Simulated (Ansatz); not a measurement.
`CBP` + H₂ → `BC` + PH₃ at 400 K and 1 bar (hydrogenolysis of a B–P bond).

Program: Ansatz. Geometries: PBE0-D4/def2-TZVP. ΔE: electronic, gas phase. CCSD(T)/CBS adds triple-zeta CCSD(T) − MP2 to the extrapolated MP2 energy (def2 sets, frozen cores). This one scheme is used for every species. One conformer a species, not always the lowest.

```tsv
species	CCSD(T)/CBS energy (Eh)	H − E (kJ/mol)	S (J/(mol·K))
`CBP`	-407.38441	199.8	324.2
H₂	-1.17544	38.0	139.0
`BC`	-65.83255	164.9	265.6
PH₃	-342.72256	77.1	221.7
```

H − E and S are ideal-gas, rigid-rotor, harmonic terms from PBE0-D4/def2-TZVP, for one conformer and one mirror image of each species. The MP2-based limit puts H₂ 0.8 mEh under its directly extrapolated value; such offsets cancel only in part. 1 Eh = 2625.50 kJ/mol, R = 8.31446 J/(mol·K).

Problem. By hand: ΔE, ΔH, ΔS and ΔG.

Solution. ΔE = (-65.83255) + (-342.72256) − (-407.38441) − (-1.17544) = 0.00474 Eh = 12.4 kJ/mol. Δ(H − E) = 164.9 + 77.1 − 199.8 − 38.0 = 4.2, so ΔH = 16.6 kJ/mol. ΔS = 265.6 + 221.7 − 324.2 − 139.0 = 24.1 J/(mol·K). ΔG = 16.6 − 400 × (24.1)/1000 = 7.0 kJ/mol.

Problem. By hand: the equilibrium constant, and the temperature at which ΔG would vanish if ΔH and ΔS stayed fixed.

Solution. log₁₀ K = −ΔG/(RT ln 10) = -0.9. ΔG = 0 at ΔH/ΔS = 689 K.

TΔS isn't small against ΔH here. A doubt of 5 kJ/mol in ΔE shifts log₁₀ K by 0.7 here. Other conformers and mirror images would add mixing entropy, several J/(mol·K) or more a flexible species. These are equilibria of isolated gas molecules and say nothing of rates. Largest T1 diagnostic: 0.015 (customary marks: 0.02 for closed shells, 0.045 for open ones).
